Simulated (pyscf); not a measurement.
A first-order saddle from PySCF, ωB97X-D3(BJ)/def2-SVP:

```
C
C 1 1.3736
C 1 1.3908 2 101.02
H 2 1.0917 1 119.80 3 33.37
H 2 1.0987 4 118.33 1 175.53
H 1 1.0998 2 123.63 4 -169.22
H 3 1.1121 1 109.55 6 -24.49
```
Charge 0, spin multiplicity 1.

Surface: singlet, charge 0. Lowest wavenumbers (cm⁻¹): 273i, 710, 768, 871, 965.

Task: Which two sides does it connect, and which bonds change?

Result: cyclic C₃H₄ (SMILES C1=CC1) ⇌ :HC–CH=CH₂ [singlet], a ring opening read from left to right: C–C broken and none formed. At CCSD(T)/def2-TZVPP + ΔMP2(QZVPP) it lies +1.73 eV from the left side and +0.02 eV from the right (each side as separated species at their lowest minima found). :HC–CH=CH₂ [singlet] is an excited spin state, 0.38 eV over the triplet at ωB97X-D3(BJ). cyclic C₃H₄ (SMILES C1=CC1) lies 0.97 eV over its isomer H₂C=C=CH₂ (electronic energy, ωB97M-D3(BJ)). :HC–CH=CH₂ [singlet] lies 2.68 eV over its isomer H₂C=C=CH₂ (electronic energy, ωB97M-D3(BJ)). One saddle was located; it need not be the lowest between these sides. A restricted singlet here is unstable towards spin polarisation, as is usual where a triplet lies low; its energy is less safe. The CCSD(T) − MP2 part came from Ansatz, without density fitting, on the same reference.
